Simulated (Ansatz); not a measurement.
# PH3⁺, doublet: reading a ladder of total energies

Geometry: a PBE0/def2-TZVP stationary point for this spin, not checked as a minimum.

```yaml
atoms:
  - { symbol: P, position_ang: [0.0001, 0.0000, -0.0329] }
  - { symbol: H, position_ang: [1.3541, 0.0145, 0.3407] }
  - { symbol: H, position_ang: [-0.6904, 1.1668, 0.3342] }
  - { symbol: H, position_ang: [-0.6661, -1.1799, 0.3374] }
```

Basis 6-31G; Ansatz 0.2.0. Correlated methods freeze the noble-gas cores, which leaves 7 electrons in 14 orbitals. R marks a restricted (for open shells ROHF) determinant, U an unrestricted one.

Full CI is exact within this basis and frozen core; it isn't the basis-set limit. The frozen core follows each run's orbitals, which can shift R against U totals by a few meV.

Runs differ by some tens of microhartree through their thresholds and, for an open shell, their frozen cores, so steps under 0.1 kcal/mol mean nothing.

```tsv
level	total energy (hartree)
UHF	-342.081538
UMP2	-342.133171
UCCSD	-342.153119
UCCSD(T)	-342.153771
UCCSDT	-342.154011
UCCSDT(Q)	-342.154038
UCCSDTQ	-342.154044
full CI	-342.154040
```

Task: What is the correlation energy at full CI, and what share of it do UMP2 and UCCSD recover?

Result: E(corr) = -342.154040 − (-342.081538) = -0.072502 hartree = -1.973 eV. UMP2: -0.051633 / -0.072502 = 71.22 %. UCCSD: -0.071581 / -0.072502 = 98.73 %.

Task: By how many kcal/mol does UCCSD(T) miss full CI (1 hartree = 627.509 kcal/mol), and which steps make up the rest?

Result: -342.153771 − (-342.154040) = 0.000269 hartree = 0.17 kcal/mol. Steps: UCCSDT − UCCSD(T) = -0.15, UCCSDT(Q) − UCCSDT = -0.02, UCCSDTQ − UCCSDT(Q) = 0.00, full CI − UCCSDTQ = 0.00 kcal/mol. That is within 1 kcal/mol of the reference in this basis, which itself misses far more of the correlation at the basis-set limit.
